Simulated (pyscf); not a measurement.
Optimised with ωB97X-D3(BJ)/def2-SVP in PySCF. Correlated levels are frozen-core, on RHF or UHF. ΔMP2 is the change of the MP2 total energy from the triple- to the quadruple-zeta basis.

**Question.** What is the homolytic dissociation enthalpy (298 K, CCSD(T)/def2-TZVPP + ΔMP2(QZVPP)) of the As–O bond of HO–AsH–InH₂, to OH• + •HAs–InH₂?

**Answer.** As–O to OH• + •HAs–InH₂: 75.3 kcal/mol. The radicals are drawn with the spin at the cut bond; how far it spreads was not checked. HO–AsH–InH₂ lies 20.1 kcal/mol over its isomer HO–InH–AsH₂, and others may lie lower still (electronic energy, ωB97M-D3(BJ)). •HAs–InH₂ lies 5.8 kcal/mol over its isomer [H₂As–InH]•, and others may lie lower still (electronic energy, ωB97M-D3(BJ)). The CCSD(T) − MP2 part came from Ansatz, without density fitting, on the same reference. The frozen core leaves the outer d or s,p core shells of the metals and heavy elements correlated in the MP2 and CC values, and def2-TZVPP describes them poorly, which can shift differences by a few kcal/mol. Left out: the spin-orbit lowering of OH. Elements up to Kr have no core potential and no relativistic terms here. Elements past Kr carry the def2 core potentials, without spin-orbit coupling.
